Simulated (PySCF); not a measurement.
Gas-phase reaction: 2 SiH4 + 4 SiCl3 = 6 SiHCl2 + H2

Method: PySCF energies plus ideal-gas RRHO corrections (1 bar). † marks an energy on the PBE0/def2-TZVP geometry and frequencies; other levels use their own. MP2 and CCSD(T) freeze the core. 6-31G* has spherical d functions here. Open shells (unrestricted): SiCl3 (multiplicity 2), SiHCl2 (multiplicity 2); the rest are closed-shell singlets. SiHCl2: computed as isolated molecules; such fragments, hydroxides, amides, oligomers or adducts are transient or little studied in the gas. MP2 isn't extrapolated to the basis-set limit; its ΔH°(298 K) is 349.4 kJ in def2-SVP and 343.6 kJ in def2-TZVPP. CCSD(T) isn't extrapolated to the basis-set limit; its ΔH°(298 K) is 346.1 kJ in def2-SVP and 338.5 kJ in def2-TZVPP. The harmonic model lacks anharmonicity and excited electronic states, which grow with temperature; levels with a mode under 35 cm⁻¹ are left out.

```csv
level,"ΔE electronic, kJ","ΔH°(298 K), kJ","ΔS°(298 K), J/K","ΔG°(1600 K), kJ"
BLYP/def2-TZVP†,313,299,221,-57
CCSD(T)/def2-TZVPP†,352,338,221,-18
HF/6-31G*,265,253,225,-109
MP2/def2-SVP†,363,349,221,-7
MP2/def2-TZVPP†,357,344,221,-12
PBE/def2-SVP,344,330,219,-23
PBE0/def2-SVP†,347,334,221,-22
```
ΔH° is lowest at HF/6-31G* and highest at MP2/def2-SVP†. No reference value is set beside these.
